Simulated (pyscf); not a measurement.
A first-order saddle from PySCF, ωB97X-D3(BJ)/def2-SVP:

```xyz
12

Si    -1.2075     0.6384     1.0896
N      0.1077    -0.2811     0.3981
Si     0.4620    -0.6138    -1.2801
H     -2.8001     0.5404     1.6915
H     -0.8187     0.4599     2.5181
H     -1.8710     1.0092    -0.1900
H      0.7566    -0.6763     1.0770
H     -0.5828     0.0478    -2.1088
H      1.8050    -0.0895    -1.6732
H      0.4569    -2.0809    -1.5644
H     -1.6946     2.1921     1.5969
H     -2.5109     1.5507     1.7846
```
Charge 0, spin multiplicity 1.

Surface: singlet, charge 0. Lowest wavenumbers (cm⁻¹): 1481i, 81, 173, 220, 287.

Task: What reaction is this the transition state of?

Result: H₃Si–NH–SiH₃ + H₂ ⇌ H₃Si–NH–SiH₃ + H₂, a four-centre exchange read from left to right: H–Si, H–H broken and H–Si, H–H formed. At ωB97M-D3(BJ)/def2-TZVP it lies +234.7 kJ/mol from the left side and +234.7 kJ/mol from the right (each side as separated species at their lowest minima found). At the saddle there is also a short H–Si contact that neither side keeps. The same reactants have a lower exit, to H₂N–SiH₃ + SiH₄ (barrier +211.1 kJ/mol at ωB97M-D3(BJ)/def2-TZVP, against +234.7 kJ/mol here). One saddle was located; it need not be the lowest between these sides.
